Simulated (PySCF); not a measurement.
## Basis-set dependence of population analyses: HCl

Species: HCl.
Structure used (PBE0-D3(BJ)/def2-SVP), in Å, numbered top down from 1:
```xyz
2
HCl angstrom
Cl     0.6662   -0.0804    0.0057
H     -0.6165   -0.0073   -0.0280
```

PBE0 throughout (PySCF), one geometry, spherical d and f functions. Isolated species at its PBE0-D3(BJ)/def2-SVP geometry, gas phase.

Mulliken charges (e):

| basis | functions | Cl1 | H2 |
| --- | --- | --- | --- |
| STO-3G | 10 | -0.183 | +0.183 |
| 6-31G | 15 | -0.191 | +0.191 |
| pcSseg-0 | 15 | -0.260 | +0.260 |
| 6-31G* | 20 | -0.243 | +0.243 |
| def2-SVP | 23 | -0.153 | +0.153 |
| cc-pVDZ | 23 | -0.176 | +0.176 |
| pcSseg-1 | 29 | -0.230 | +0.230 |
| aug-cc-pVDZ | 36 | -0.110 | +0.110 |
| 6-311+G(2d,p) | 41 | -0.207 | +0.207 |
| def2-TZVP | 43 | -0.251 | +0.251 |
| cc-pVTZ | 48 | -0.167 | +0.167 |
| IGLO-III | 54 | -0.091 | +0.091 |
| pcSseg-3 | 109 | -0.182 | +0.182 |

IAO charges (e):

```csv
basis,functions,Cl1,H2
STO-3G,10,-0.148,+0.148
6-31G,15,-0.208,+0.208
pcSseg-0,15,-0.203,+0.203
6-31G*,20,-0.201,+0.201
def2-SVP,23,-0.202,+0.202
cc-pVDZ,23,-0.213,+0.213
pcSseg-1,29,-0.213,+0.213
aug-cc-pVDZ,36,-0.225,+0.225
"6-311+G(2d,p)",41,-0.218,+0.218
def2-TZVP,43,-0.215,+0.215
cc-pVTZ,48,-0.220,+0.220
IGLO-III,54,-0.212,+0.212
pcSseg-3,109,-0.220,+0.220
```

Hirshfeld charges (e):

```json
{"basis": "STO-3G", "functions": "10", "Cl1": "-0.158", "H2": "+0.158"}
{"basis": "6-31G", "functions": "15", "Cl1": "-0.127", "H2": "+0.127"}
{"basis": "pcSseg-0", "functions": "15", "Cl1": "-0.128", "H2": "+0.128"}
{"basis": "6-31G*", "functions": "20", "Cl1": "-0.133", "H2": "+0.133"}
{"basis": "def2-SVP", "functions": "23", "Cl1": "-0.124", "H2": "+0.124"}
{"basis": "cc-pVDZ", "functions": "23", "Cl1": "-0.124", "H2": "+0.124"}
{"basis": "pcSseg-1", "functions": "29", "Cl1": "-0.126", "H2": "+0.126"}
{"basis": "aug-cc-pVDZ", "functions": "36", "Cl1": "-0.114", "H2": "+0.114"}
{"basis": "6-311+G(2d,p)", "functions": "41", "Cl1": "-0.119", "H2": "+0.119"}
{"basis": "def2-TZVP", "functions": "43", "Cl1": "-0.122", "H2": "+0.122"}
{"basis": "cc-pVTZ", "functions": "48", "Cl1": "-0.118", "H2": "+0.118"}
{"basis": "IGLO-III", "functions": "54", "Cl1": "-0.116", "H2": "+0.116"}
{"basis": "pcSseg-3", "functions": "109", "Cl1": "-0.113", "H2": "+0.113"}
```

Task: Which scheme is steadiest as the basis changes?

Result: Largest range over the bases for any column: Hirshfeld 0.05 e, IAO 0.08 e, Mulliken 0.17 e. Hirshfeld charges move least and Mulliken charges most, counted in e. Without the minimal STO-3G basis the ranges are Hirshfeld 0.02, IAO 0.02, Mulliken 0.17 e.

Task: How much do the charges still move between the two largest bases, IGLO-III and pcSseg-3?

Result: At most, over all atoms: Mulliken 0.091 e, IAO 0.007 e, Hirshfeld 0.003 e.

Task: What do the same runs give for the total energy, the frontier levels and the dipole moment?

Result: 
```tsv
basis	energy (Eh)	HOMO (eV)	LUMO (eV)	μ (D)
STO-3G	-455.6286	-7.62	5.25	1.73
6-31G	-460.6055	-9.41	0.58	1.84
pcSseg-0	-460.1134	-9.24	0.62	1.96
6-31G*	-460.6228	-9.35	0.65	1.52
def2-SVP	-460.5021	-9.02	0.90	1.38
cc-pVDZ	-460.6536	-9.25	0.59	1.38
pcSseg-1	-460.6296	-9.40	0.31	1.47
aug-cc-pVDZ	-460.6579	-9.50	-0.44	1.18
6-311+G(2d,p)	-460.6637	-9.48	0.08	1.29
def2-TZVP	-460.6644	-9.41	0.29	1.27
cc-pVTZ	-460.6724	-9.43	0.27	1.23
IGLO-III	-460.6588	-9.20	0.42	1.12
pcSseg-3	-460.6803	-9.49	-0.20	1.15
```

The dipole is fixed by the density alone, so its range of 0.84 D shows that the density itself changes with the basis, not only its division among atoms.
